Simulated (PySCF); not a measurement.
Q: What does the PBE0-D3(BJ)/def2-SVP structure of `C=C(F)C1=CC1` look like in three dimensions?

A: 
```
atom  x, y, z in Å
C1     1.806   -0.790    0.361
C2     1.054   -0.130   -0.526
F3     1.554    0.230   -1.710
C4    -0.312    0.252   -0.320
C5    -1.409    0.824   -0.731
C6    -1.462    0.214    0.636
H7     1.376   -1.074    1.322
H8     2.841   -1.047    0.135
H9    -1.955    1.363   -1.499
H10   -2.005   -0.732    0.794
H11   -1.448    0.863    1.526
```

Orientation and origin are arbitrary. Atoms count from 1 in this order. The C–C distances run from 1.303 Å (C4=C5, drawn double) to 1.498 Å (C5–C6, drawn single), a spread of 0.195 Å. The 3-membered ring C4–C5–C6 has internal angles of 51.6° to 64.3°. The 6 heavy atoms lie in one plane (0.003 Å rms).

Bonds between heavy atoms (Å): C1=C2 1.337, C2–F3 1.335, C2–C4 1.433, C4=C5 1.303, C5–C6 1.498, C4–C6 1.496.

Theory: PySCF 2.14.0, PBE0-D3(BJ)/def2-SVP geometry optimisation, gas phase.

Point group: Cs (tolerance 0.08 Å). Not checked by PBE0-D3(BJ)/def2-SVP frequencies. One conformer, not necessarily the lowest (C1–C2–C4–C5 179°).
